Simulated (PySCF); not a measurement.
**Working out the ionisation energy of C**

C [He] 2s2 2p2 (3P) → C+ [He] 2s2 2p1 (2P). Calculation: PySCF 2.14, in def2-TZVPPD (6s3p3d1f, 37 functions); no relativity, point nucleus. Frozen: nothing. Energies in hartree (1 hartree = 27.21139 eV):

| part | C (lower) | C+ (upper) |
| --- | --- | --- |
| UHF | -37.692531 | -37.295548 |
| MP2 opposite-spin | -0.069063 | -0.061795 |
| MP2 same-spin | -0.013390 | -0.003986 |

What does Hartree-Fock give?

(-37.295548) − (-37.692531) = 0.396983 hartree = 10.802 eV.

What do MP2 and SCS-MP2 (6/5 opposite-spin, 1/3 same-spin) give?

The opposite-spin parts differ by 0.198 eV and the same-spin parts by 0.256 eV. MP2: 10.802 + (0.198) + (0.256) = 11.256 eV. SCS-MP2: 10.802 + 1.2 × (0.198) + (0.256)/3 = 11.125 eV.

Measured between the centres of the two terms (NIST): 11.262 eV, so MP2 (valence and next inner shell) is off by -0.006 eV.

What remains against the reference includes basis incompleteness and correlation beyond second order.
